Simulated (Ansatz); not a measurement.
`N#CCCO` and `CCO` differ in one atom or group.

Ansatz, PBE0-D4/def2-TZVP geometries, multiplicity 1. Each molecule was computed in one conformer, which needn't be the lowest.

```
                                          property  `N#CCCO`
               LUMO energy (B3LYP/def2-TZVPP) / eV     -0.02
              HOMO–LUMO gap (PBE0/def2-TZVPP) / eV      8.99
           HOMO–LUMO gap (ωB97M-V/def2-TZVPP) / eV     12.87
               HOMO–LUMO gap (PBE/def2-TZVPP) / eV      6.45
size of the dipole moment (ωB97M-V/def2-TZVPP) / D      3.53
                 LUMO energy (PBE/def2-TZVPP) / eV     -0.55
```

What does the change do to each property? (Best estimate.)

Computed: 
```tsv
property	`CCO`	shift
LUMO energy (B3LYP/def2-TZVPP) / eV	0.68	0.70
HOMO–LUMO gap (PBE0/def2-TZVPP) / eV	8.90	-0.09
HOMO–LUMO gap (ωB97M-V/def2-TZVPP) / eV	12.78	-0.09
HOMO–LUMO gap (PBE/def2-TZVPP) / eV	6.37	-0.08
size of the dipole moment (ωB97M-V/def2-TZVPP) / D	1.66	-1.87
LUMO energy (PBE/def2-TZVPP) / eV	0.22	0.77
```

With PBE0 the HOMO rises by 0.82 eV and the LUMO rises by 0.72 eV, so the gap narrows by about 0.10 eV. PBE moves the HOMO by 0.85 eV and ωB97M-V by 0.76 eV. The zero-point energy changes by 1.3 kJ/mol with -3 modes. Dipoles are sizes alone; their direction can turn.

B3LYP here is the variant with VWN-RPA as its local correlation; programs differ in this.
